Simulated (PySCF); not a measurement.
Chlorine monofluoride, ClF, SMILES FCl, point group C∞v.

Force field and properties: PBE0/pcSseg-2 (PySCF, grid level 2). Vibrational terms come from second-order perturbation theory with semi-diagonal cubic constants, by steps of ±0.6 along the normal coordinates of each isotopologue. The parent has the commonest isotopes.

Equilibrium geometry (Å):

```json
{"atom": "F1", "x": "0.8166", "y": "-0.0112", "z": "-0.0119"}
{"atom": "Cl2", "x": "-0.8055", "y": "0.0162", "z": "-0.0447"}
```

(1) Give the equilibrium and ground-state rotational constants (MHz) of parent; ³⁷Cl at 2.

(2) And its quartic centrifugal distortion constants from the harmonic force field?

Results:

(1) 
```
  species     Be     B0  harmonic ZPE (cm⁻¹)
   parent  15592  15536                  414
³⁷Cl at 2  15295  15241                  410
```

(2) Linear top: D = 24.6 kHz.
